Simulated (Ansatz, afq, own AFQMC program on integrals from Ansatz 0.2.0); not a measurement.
## SiCl, doublet in def2-TZVP, levels against CCSDT(Q)

```xyz
2

Cl    0.7085    1.4858    0.5404
Si   -0.7170    0.2602   -0.3611
```

Basis def2-TZVP. Noble-gas cores (and the filled d shells of Ga–Kr and In–Xe) are frozen. AFQMC by an in-house program on the Cholesky factors that Ansatz 0.2.0 writes for its CCSD(T) run. The CISD trial takes its coefficients from CCSD amplitudes. Released means that phaseless walkers are propagated on without the constraint, phases kept. Uncertainties: one standard error, sampling alone.

Determinant: UHF, the one that the program's search chose, which needn't be the lowest solution. The geometry is a PBE0/def2-SVP stationary point of this or a neighbouring charge and spin state.

No full CI on the walks' own integrals is used here; CCSDT(Q) serves as the reference and is uncertain by about the last step of the cluster series.

- T1 diagnostic: 0.0180
- weight of the determinant in the CISD state: 0.859
- ⟨S²⟩ of the determinant: 0.775
- size of the correlated space: 11 electrons in 64 orbitals

Reference: CCSDT(Q), correlation energy -8.271 eV. The released energy is read at 2.40 1/Eh (meV from the phaseless value at times in 1/Eh: -3 ± 4 at 0.24, -6 ± 4 at 0.51, -7 ± 4 at 0.99, -9 ± 4 at 1.62, -12 ± 5 at 2.40).

```
         level  E − E(reference) (mEh)  share of correlation (%)
            HF                  303.94                      0.00
           MP2                   46.60                     84.67
          CCSD                   15.04                     95.05
       CCSD(T)                    1.88                     99.38
         CCSDT                    0.73                     99.76
 ph-AFQMC/CISD             0.28 ± 0.20                     99.91
released AFQMC            -0.15 ± 0.19                    100.05
```

A walk keeps the symmetry of its determinant, which the program's search chose and which needn't be the lowest solution, so a lower state of the same spin and another symmetry isn't excluded. Released energies are given only where the last usable release times agree within the noise; a slower fall can still hide under it.
